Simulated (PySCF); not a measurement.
# Reproducing measurements on PH3

**What was measured.**

NIST CCCBDB Release 22 (SRD 101), experimental dipoles lists, for the gas: dipole moment (microwave Stark effect) 0.58 D.

The runs below try to reproduce these values; the comparison stands at the end.

Species: PH₃.
Numbering: `[PH3:1]` (hydrogens: H2, H3, H4 on P1)

Geometry (PBE0-D3(BJ)/def2-SVP, Å), atoms numbered from 1 in this order:
```xyz
4
PH3 angstrom
P     -0.0037    0.0053    0.5048
H     -0.5815    1.0469   -0.2843
H      1.1976   -0.0154   -0.2685
H     -0.6119   -1.0250   -0.2763
```

The PySCF runs (gas phase, on this PBE0-D3(BJ)/def2-SVP geometry; no spin–orbit coupling):

| level | job | basis functions | wall time |
| --- | --- | --- | --- |
| PBE0-D3(BJ)/def2-SVP, grid level 1 | geometry optimisation from a GFN2-xTB start | 33 | 1.2 s |
| B3LYP/6-31G* | spin–spin couplings from 4 perturbed nuclei | 24 | 0.59 s |
| B3LYP/aug-cc-pVTZ-J | spin–spin couplings from 4 perturbed nuclei | 128 | 2.3 s |
| B3LYP/cc-pVTZ | spin–spin couplings from 4 perturbed nuclei | 76 | 1.2 s |
| B3LYP/def2-TZVP | spin–spin couplings from 4 perturbed nuclei | 55 | 0.99 s |

Hardware: one thread, Intel Xeon 6975P-C (x86_64), shared host.

All basis functions are spherical.

## Comparison

**Dipole moment.** Measured: 0.58 D (NIST CCCBDB Release 22 (SRD 101), experimental dipoles).

| level | computed (D) | computed − measured (D) | % (from the printed values) |
| --- | --- | --- | --- |
| PBE0-D3(BJ)/def2-SVP | 0.91 | +0.33 | +57 |
| B3LYP/6-31G* | 0.94 | +0.36 | +62 |
| B3LYP/aug-cc-pVTZ-J | 0.54 | -0.04 | -7 |
| B3LYP/cc-pVTZ | 0.60 | +0.02 | +3 |
| B3LYP/def2-TZVP | 0.60 | +0.02 | +3 |

The computed dipoles belong to one fixed geometry; measured ones are averaged over vibrations unless marked μe. Magnitudes are compared, not signs.

The geometry is computed, not the measured one. Where a level misses, the cause wasn't examined.
